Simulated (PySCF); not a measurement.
Compound: C₃H₄F₂.
Geometry (PBE0-D3(BJ)/def2-SVP, Å), atoms numbered from 1 in this order:
```xyz
9
C3H4F2 angstrom
F      2.0469    0.2194   -1.0807
C      0.9484    0.4849   -0.3820
C      0.0875   -0.4615   -0.0263
C     -1.1477   -0.1736    0.7556
F     -1.2624    1.1623    1.0389
H      0.8358    1.5441   -0.1372
H      0.2776   -1.4997   -0.3153
H     -2.0443   -0.4916    0.1917
H     -1.1439   -0.7355    1.7079
```

Lines to be assigned: C 1s: 290.99 (area 1), 292.98 (area 1), 293.74 (area 1) eV; F 1s: 692.95 (area 1), 693.26 (area 1) eV.

Computed with delta-SCF UKS SCAN, pcX-2 on the ionised atom, pcseg-1 elsewhere, spin-free X2C (PySCF 2.14.0). Geometry: PBE0-D3(BJ)/def2-SVP, one conformer, isolated molecule.

(1) Which carbon gives which C 1s line?

(2) Which fluorine gives which F 1s line?

Answers

(1) 290.99 eV: C3 (alkene CH carbon); 292.98 eV: C2 (vinylic C–F carbon); 293.74 eV: C4 (sp3 C–F carbon). Lowest listed C 1s: C3, bonded to C (double bond), C and H. Highest, 2.75 eV above it: C4, bonded to F, C and 2 H. The widest gap between neighbouring values is 1.99 eV, between 290.99 and 292.98 eV. Summing the Pauling electronegativity differences to the bonded atoms, each weighted by its formal bond order, gives -0.35 for the lowest site and +0.73 for the highest; the largest sum, +1.08, belongs to C2, 0.76 eV below the top.

(2) 692.95 eV: F5 (alkyl fluorine); 693.26 eV: F1 (vinyl fluorine). Lowest listed F 1s: F5, bonded to C. Highest, 0.31 eV above it: F1, bonded to C.

Bonded neighbours of each site: F1: C; C2: F, C (double bond) and H; C3: C (double bond), C and H; C4: F, C and 2 H; F5: C.

Question: Express the binding energy of F 1s of F1 in atomic units and per mole.

Answer: 693.26 eV = 25.4768 Eh = 66889 kJ/mol.
